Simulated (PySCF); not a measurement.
MgB: energy against distance

Set-up: basis Mg def2-SVP, B def2-SVP; no relativity; PySCF 2.14. Energies in eV from Mg + B in their ground configurations at the same level. State: Ms = 0.5 determinant of mixed spin (⟨S²⟩ near 1.1), unpaired electrons π ↑.

All columns are PBE0. A positive dipole means Mg(−)B(+).

```
R (Å)  E (eV)  μ (D)  Mulliken charge on Mg (basis-dependent)  HOMO (eV)  LUMO (eV)  Mayer bond order  ⟨S²⟩
2.054  -0.374  -1.82                                     0.07      -5.22      -2.85              1.32  1.26
2.150  -0.561  -1.96                                     0.08      -5.15      -2.73              1.28  1.23
2.246  -0.660  -2.10                                     0.09      -5.05      -2.63              1.23  1.19
2.317  -0.693  -2.18                                     0.10      -4.99      -2.57              1.19  1.16
2.389  -0.700  -2.25                                     0.11      -4.94      -2.51              1.14  1.12
2.461  -0.690  -2.30                                     0.12      -4.90      -2.46              1.10  1.08
2.556  -0.656  -2.34                                     0.13      -4.87      -2.42              1.02  1.02
2.676  -0.598  -2.33                                     0.13      -4.85      -2.47              0.93  0.95
2.819  -0.518  -2.25                                     0.12      -4.85      -2.51              0.80  0.87
3.010  -0.416  -2.07                                     0.11      -4.89      -2.51              0.63  0.80
```

A fit through these points gives, at Re = 2.379 Å, μ = -2.24 D and dμ/dR = -0.871 D/Å; the reduced mass is 7.546 u.

Task: How strong is the fundamental in the double-harmonic approximation, I = 42.26·(dμ/dR)²/μred km/mol?

Result: I = 42.26·(-0.871)²/7.546 = 4.25 km/mol at PBE0.

The state was picked by a PBE0 search and need not be the measured ground state.
